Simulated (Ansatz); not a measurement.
**Rock-salt HfC**

Calculation: r²SCAN0 in Ansatz (plane waves, PAW).

Run with plane-wave cutoff 520 eV, 10×10×10 k mesh, Fermi–Dirac smearing 0.05 eV, scalar-relativistic PAW data made under PBE.

Cell (relaxed at this level):

Space group Fm-3m (No. 225); a = 4.6390 Å, b = 4.6390 Å, c = 4.6390 Å, α = 90.00°, β = 90.00°, γ = 90.00°

| atom | site | symmetry | x | y | z |
|---|---|---|---|---|---|
| Hf | 4a | m-3m | 0.0000 | 0.0000 | 0.0000 |
| C | 4b | m-3m | 0.5000 | 0.5000 | 0.5000 |
(The calculation used a cell of 2 atoms; values per cell refer to that cell.)

- bulk modulus B0 = 253 GPa
- pressure derivative B′ of the bulk modulus = 3.8

Measured, for comparison: bulk modulus 242 GPa (room temperature, not corrected to a static lattice, our sources range from 242 to 286; as tabulated in Synthesis of Binary Transition Metal Nitrides, Carbides and Borides from the …). Computed (rounded) less measured: bulk modulus not scored (sources differ).

Spin–orbit coupling is not included.

Ansatz is a first-principles code.
